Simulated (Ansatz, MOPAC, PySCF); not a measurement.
System: sodium chloride, NaCl, net charge 0, singlet state. SMILES: [Na][Cl]
Coordinates optimised at B3LYP-D3(BJ)/def2-TZVP (Ansatz, an electronic-structure program):
```xyz
2

Na     0.0000     0.0000    -1.4348
Cl     0.0000     0.0000     0.9284
```

Unscaled harmonic wavenumbers (cm⁻¹) in rising order, each level at the stationary point that it reaches from this structure (no distance between atoms moves by over 0.3 Å); the order of modes can differ between levels, and a negative number is imaginary. B3LYP-D3(BJ)/def2-TZVP (PySCF, at the structure above): 362.

AM1 (MOPAC): 421. Zero-point energy 0.6 against 0.5 kcal/mol.

PM3 (MOPAC): 309. Zero-point energy 0.4 against 0.5 kcal/mol.

HF/3-21G (Ansatz): 346. Zero-point energy 0.5 against 0.5 kcal/mol.

HF/6-31G* (Ansatz): 358. Zero-point energy 0.5 against 0.5 kcal/mol.
